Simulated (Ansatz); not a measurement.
**SiN₂H₆: a ladder of functionals and wavefunction methods**

One table from this session's results is given with a row withheld; the runs are named, their logs left out.

Program: Ansatz 0.2.0, Gaussian basis. Level of theory: functionals in def2-TZVPP, the program's frozen cores in correlated methods. These are calculated values, not measurements.

Plan: LDA (SPW92), PBE-D4, revPBE-D4, BLYP-D4, r2SCAN-D4, B97M-V, PBE0-D4, B3LYP-D4, r2SCANh-D4, r2SCAN0-D4, HSE06-D4, BHLYP-D4, CAM-B3LYP-D4, LC-ωPBE, ωB97X-V, ωB97M-V, B2PLYP, PBE-QIDH; CCSD(T)/def2-SVP; CCSD(T)/def2-TZVPP; CCSD(T)/def2-QZVPP; extrapolation to the limit; RPA on PBE.

## Structure used throughout

The geometry comes from an earlier relaxation with PBE0-D4 in a triple-zeta def2 set; it is a stationary point, not always the lowest conformer.

SMILES `N[SiH2]N`, 9 atoms, charge 0, spin multiplicity 1.

Atoms are counted from 1 here; the program's logs count them from 0.

Bond lengths: N1–Si2 1.711 Å, N1–H4 1.007 Å, N1–H5 1.006 Å, Si2–N3 1.711 Å, Si2–H6 1.493 Å, Si2–H7 1.493 Å, N3–H8 1.006 Å, N3–H9 1.007 Å. Angles: Si2–N1–H4 121.6°, Si2–N1–H5 120.5°, H4–N1–H5 112.1°, N1–Si2–N3 108.5°, N1–Si2–H6 103.5°, N1–Si2–H7 117.1°, N3–Si2–H6 117.1°, N3–Si2–H7 103.5°, H6–Si2–H7 107.8°, Si2–N3–H8 120.5°, Si2–N3–H9 121.6°, H8–N3–H9 112.1°.

The first run:

in.yaml

```yaml
crystal:
  periodic: [false, false, false]
  atoms:
    - {symbol: N, position_ang: [-0.804702, 0.131399, -1.204903]}
    - {symbol: Si, position_ang: [0.419995, 0.361846, -0.032559]}
    - {symbol: N, position_ang: [0.157264, -0.738626, 1.250922]}
    - {symbol: H, position_ang: [-0.948321, -0.760188, -1.649553]}
    - {symbol: H, position_ang: [-1.109913, 0.896399, -1.782437]}
    - {symbol: H, position_ang: [0.324649, 1.816307, 0.288739]}
    - {symbol: H, position_ang: [1.824214, 0.078363, -0.451618]}
    - {symbol: H, position_ang: [0.930208, -1.084986, 1.793615]}
    - {symbol: H, position_ang: [-0.704793, -0.746913, 1.770594]}
basis:
  gaussian: {orbitals: def2-TZVPP}
hamiltonian: {xc: lda}
output: {orbitals: {seedname: orbitals}}
```

The run is started by

```console
> ansatz run in.yaml --threads 2 --pin off --events-out ev --progress --plain --max-ram 22528MiB --backend cpu
```

Steps of the session up to this table: LDA; PBE-D4 (GGA); revPBE-D4 (GGA); BLYP-D4 (GGA); r2SCAN-D4 (meta-GGA); B97M-V (meta-GGA); PBE0-D4 (hybrid); B3LYP-D4 (hybrid); r2SCANh-D4 (hybrid); r2SCAN0-D4 (hybrid); HSE06-D4 (hybrid); BHLYP-D4 (hybrid); CAM-B3LYP-D4 (range-separated); LC-ωPBE (range-separated); ωB97X-V (range-separated); ωB97M-V (range-separated); B2PLYP (double hybrid); PBE-QIDH (double hybrid).

One of the session's tables, all rows but one given; the rest of the session is left out.

It belongs to the step «Orbital energies across the functionals». 

```
  functional  HOMO (eV)  LUMO (eV)  gap (eV)
 LDA (SPW92)      -5.89       0.05      5.94
      PBE-D4          ?          ?         ?
   revPBE-D4      -5.74       0.25      5.99
     BLYP-D4      -5.68       0.18      5.86
   r2SCAN-D4      -6.08       0.82      6.90
      B97M-V      -6.22       0.37      6.59
     PBE0-D4      -7.18       1.02      8.20
    B3LYP-D4      -6.96       0.69      7.65
  r2SCANh-D4      -6.61       1.07      7.68
  r2SCAN0-D4      -7.40       1.42      8.82
    HSE06-D4      -6.78       0.65      7.43
    BHLYP-D4      -8.52       1.65     10.18
CAM-B3LYP-D4      -8.62       1.81     10.42
     LC-ωPBE     -10.00       3.09     13.09
     ωB97X-V      -9.65       2.90     12.55
     ωB97M-V      -9.54       2.45     11.99
```

**Question.** Estimate the row for PBE-D4.

As computed: HOMO (eV): -5.78; LUMO (eV): 0.19; gap (eV): 5.97. In the column «HOMO (eV)» it lies between LDA (SPW92) (-5.89) and revPBE-D4 (-5.74).
